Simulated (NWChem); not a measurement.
## Dipole moment of hydrogen peroxide (H$_{2}$O$_{2}$)

SMILES: OO
```xyz
4

O     -0.2942     0.6453    -0.0547
O      0.2942    -0.6453    -0.0547
H      0.3673     1.1503     0.4376
H     -0.3673    -1.1503     0.4376
```
Charge 0, spin multiplicity 1.

Everything below was run with NWChem. Structure: optimised with PBE0/def2-SVP, a minimum by its harmonic frequencies. It is one conformer; others weren't searched.

Basis set: 6-31G*. The CCSD dipole comes from the Λ equations, without orbital relaxation.

The correlated methods keep 2 core orbitals frozen. B3LYP has NWChem's definition, with VWN1-RPA local correlation. The Pople sets run with spherical d functions. No row is a measurement; the coupled-cluster row has its own basis-set and correlation limits.

Task: For the dipole moment, PBE0 gives 1.83 D and PBE gives 1.76 D. What do B3LYP, CCSD, HF give?

Result: B3LYP: 1.80 D; CCSD: 1.87 D; HF: 1.93 D.
